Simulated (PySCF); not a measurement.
Multinuclear NMR of Azetidine

Geometry:
```tsv
atom	x (Å)	y (Å)	z (Å)
C1	-0.001	0.965	-0.132
C2	1.043	-0.133	0.126
N3	-0.040	-0.997	0.621
C4	-1.039	-0.166	-0.068
H5	-0.089	1.658	0.705
H6	0.075	1.526	-1.062
H7	1.830	0.076	0.856
H8	1.508	-0.481	-0.805
H9	0.002	-1.967	0.337
H10	-1.957	0.012	0.498
H11	-1.307	-0.526	-1.071
```

Calculated, not measured (PySCF 2.14.0 with density-fitted response routines): σ from GIAO-B97-2/pcSseg-2, geometry from PBE0-D3(BJ)/def2-TZVP. Gas phase, one computed conformer, non-relativistic, fast rotation and ring inversion assumed for equivalent nuclei.

Q: Predict the 15N NMR data.

A: 
```
atoms     environment  σ (ppm)  δ (ppm)
   N3  amine nitrogen    223.9   -355.8
```

Shieldings were converted by a linear fit to measured shifts: 15N (scatter 6.4 ppm rms vs CH3NO2, solution or neat liquid). A few per cent of atoms miss by over 2 rms, more outside the fitted compound classes.

On a 400 MHz spectrometer 15N resonates near 40.5 MHz, so 1 ppm is 40.5 Hz.
